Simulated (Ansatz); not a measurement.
A calculation with Ansatz (development build ahead of 0.2.0).

```yaml
crystal:
  periodic: [false, false, false]
  atoms:
    - { symbol: B, position_ang: [0.0, 0.0, 0.0] }
    - { symbol: O, position_ang: [0.0, 0.0, 1.78] }
basis:
  gaussian: { orbitals: def2-SVP }
magnetization:
  initial_magnetization: 1
hamiltonian:
  xc: hf
correlation:
  method: mp2
  frozen_orbitals: { B: 1, O: 1 }
output:
  forces: true
```

The input is written out in the form of the current development build from the run's settings. Correlation on restricted open-shell orbitals is semicanonical, with singles.

The run gave:

```json
{
  "Converged": "yes",
  "Reference energy": "-99.28300 hartree",
  "Correlation energy": "-0.20594 hartree",
  "Total energy": "-99.48895 hartree",
  "Spin squared of the determinant": "0.750",
  "Stability test": "minimum among restricted orbitals"
}
```

Forces (eV/Å):
```json
{"atom": "B1", "Fx": "0.000", "Fy": "0.000", "Fz": "5.408"}
{"atom": "O2", "Fx": "0.000", "Fy": "0.000", "Fz": "-5.408"}
```

Caution: bonds are stretched, where a single reference can fail.
